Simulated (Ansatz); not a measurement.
# C2H7Al: the cost of one run

Program: Ansatz 0.2.0. Level of theory: RKS PBE0-D4/def2-SVP. These are calculated values, not measurements.

### 1 The starting structure

Bond lengths: Al1–H2 1.760 Å, Al1–C3 2.170 Å, C3–H4 1.110 Å, C3–H5 1.110 Å, C3–H6 1.110 Å, Al1–C7 1.970 Å, C7–H8 1.110 Å, C7–H9 1.110 Å, C7–H10 1.110 Å. Angles (14 of 15 angles, heavy atoms first): C3–Al1–C7 160.3°, H2–Al1–C3 44.2°, H2–Al1–C7 155.5°, Al1–C3–H4 105.3°, Al1–C3–H5 73.8°, Al1–C3–H6 141.1°, Al1–C7–H8 109.5°, Al1–C7–H9 109.5°, Al1–C7–H10 109.5°, H4–C3–H5 109.4°, H4–C3–H6 109.4°, H5–C3–H6 109.4°, H8–C7–H9 109.4°, H8–C7–H10 109.4°.

As a file:

```xyz
10

Al    0.0000    0.0000    0.0000
H     1.0219    0.0000    1.4330
C     2.1347    0.0000    0.3896
H     2.4643   -1.0462    0.2194
H     1.9982    0.5080   -0.5878
H     2.9043    0.5381    0.9814
C    -1.7060    0.0000   -0.9850
H    -2.2662   -0.9305   -0.7558
H    -2.3102    0.8797   -0.6796
H    -1.5043    0.0508   -2.0753
```

### 2 Pulling towards end A

Springs on the bonds that form and break draw the guess towards this end; the thresholds are loose.

input.yaml

```yaml
crystal:
  periodic: [false, false, false]
  atoms:
    - { symbol: Al, position_ang: [0.0, 0.0, 0.0] }
    - { symbol: H, position_ang: [1.0219, 0.0, 1.433] }
    - { symbol: C, position_ang: [2.1347, 0.0, 0.3896] }
    - { symbol: H, position_ang: [2.4643, -1.0462, 0.2194] }
    - { symbol: H, position_ang: [1.9982, 0.508, -0.5878] }
    - { symbol: H, position_ang: [2.9043, 0.5381, 0.9814] }
    - { symbol: C, position_ang: [-1.706, 0.0, -0.985] }
    - { symbol: H, position_ang: [-2.2662, -0.9305, -0.7558] }
    - { symbol: H, position_ang: [-2.3102, 0.8797, -0.6796] }
    - { symbol: H, position_ang: [-1.5043, 0.0508, -2.0753] }
basis:
  gaussian: { orbitals: def2-SVP }
hamiltonian:
  xc: pbe0
  dispersion: d4
relax:
  f_tol: 0.15
  max_steps: 25
  restrain:
    - { distance: [1, 2], at: 2.31, k: 30.0 }
    - { distance: [0, 1], at: 1.56, k: 30.0 }
    - { distance: [0, 2], at: 1.97, k: 30.0 }
output:
  orbitals: {}
```

Run with:

```console
$ ansatz run input.yaml --threads 1 --pin off --max-ram 2048MiB --backend cpu --events-out ev --progress --plain --runs-dir out
```

What time and memory should one allow on 1 thread of Arm Neoverse V1, shared host?

About 28 s, with a peak of 0.14 GiB.
